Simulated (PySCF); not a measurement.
## Level sweep

Difluoromethylene, CF2 (singlet state).
SMILES: `F[C]F`

PySCF, dipoles from the SCF density, polarisabilities from static response with core orbitals frozen. Isolated species at its PBE0-D3(BJ)/def2-SVP geometry, gas phase.

**Question.** How do dipole and polarisability depend on functional and basis here?

**Answer.** 

| level | μ (D) | error (%) | α (Å³) | anisotropy (Å³) |
| --- | --- | --- | --- | --- |
| LDA/def2-SVPD | 0.839 | +78.9 | 2.55 | 0.58 |
| PBE/def2-SVPD | 0.810 | +72.7 | 2.54 | 0.60 |
| B3LYP/def2-SVPD | 0.673 | +43.6 | 2.42 | 0.55 |
| PBE0/def2-SVPD | 0.693 | +47.7 | 2.38 | 0.54 |
| BHandHLYP/def2-SVPD | 0.540 | +15.2 | 2.27 | 0.50 |
| CAM-B3LYP/def2-SVPD | 0.652 | +39.1 | 2.39 | 0.54 |
| wB97X-D/def2-SVPD | 0.682 | +45.5 | 2.39 | 0.52 |
| LC-wPBE/def2-SVPD | 0.714 | +52.3 | 2.36 | 0.55 |
| HF/def2-SVPD | 0.400 | -14.7 | 2.11 | 0.42 |
| PBE0/6-31G* | 0.739 | +57.6 | 1.68 | 0.67 |
| PBE0/def2-SVP | 0.798 | +70.2 | 1.70 | 0.65 |
| PBE0/6-31+G* | 0.630 | +34.2 | 2.25 | 0.65 |
| PBE0/aug-cc-pVDZ | 0.674 | +43.7 | 2.40 | 0.57 |
| PBE0/def2-TZVP | 0.709 | +51.2 | 2.15 | 0.62 |
| PBE0/def2-TZVPD | 0.671 | +43.0 | 2.45 | 0.54 |
| PBE0/aug-cc-pVTZ | 0.668 | +42.5 | 2.44 | 0.55 |

Reference dipole: 0.469 D (measured, gas; NIST CCCBDB Release 22 (SRD 101), experimental dipoles). Reference dipole: 0.540 D (computed, CCSD(T)/CBS, all electrons, equilibrium geometry, gas; Hait, Head-Gordon, J. Chem. Theory Comput. 14 (2018) 1969). Errors are taken against the first value of each kind. The anisotropy is √(½[(α1 − α2)² + (α2 − α3)² + (α3 − α1)²]). For the dipole, the smallest error is 14.7% (HF/def2-SVPD) and the largest 78.9% (LDA/def2-SVPD). Even the closest misses by 15%. The dipole runs from 0.40 D (HF/def2-SVPD) to 0.84 D (LDA/def2-SVPD). No reference polarisability is at hand; against PBE0 in the largest diffuse basis at hand (aug-cc-pVTZ) the other PBE0 rows deviate by 6-31G* -31%, def2-SVP -30%, 6-31+G* -8%, def2-SVPD -3%, aug-cc-pVDZ -2%, def2-TZVP -12%, def2-TZVPD 0%. In one basis (def2-SVPD) the functionals order the polarisability from HF (lowest) to LDA (highest), a spread of 21%. With PBE0 the polarisability is 1.84 Å³ without diffuse functions (mean of 6-31G*, def2-SVP and def2-TZVP) and 2.38 Å³ with them (mean of 6-31+G*, def2-SVPD, aug-cc-pVDZ, def2-TZVPD and aug-cc-pVTZ). Measured values can belong to vibrating molecules; the computed ones are for one fixed geometry.
